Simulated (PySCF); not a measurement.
## Ionisation energy of Mg by level of theory

Mg [Ne] 3s2 (1S) → Mg⁺ [Ne] 3s1 (2S), as a difference of total energies. Calculation: PySCF 2.14, in dyall-acv3z (20s13p7d4f, 122 functions); the non-relativistic Hamiltonian (point nucleus). Correlated levels: valence: [Ne] frozen; virtual orbitals above 40 to 60 times the deepest correlated orbital energy dropped. The calculations carry no spin-orbit coupling.

```tsv
method	ionisation energy (eV)
UHF	6.605
MP2 (valence)	7.261
SCS-MP2 (valence)	7.392
CCSD (valence)	7.529
```

Errors of the correlated levels include the incompleteness of this basis and the frozen core.

With two correlated electrons CCSD is exact in that space.

**Question.** Which method comes closest to the reference value, and which is furthest?

**Answer.** The reference is 7.646 eV (measured; NIST Atomic Spectra Database, ionization energies). Closest: CCSD (valence) (error -0.117 eV); furthest: UHF (error -1.041 eV).
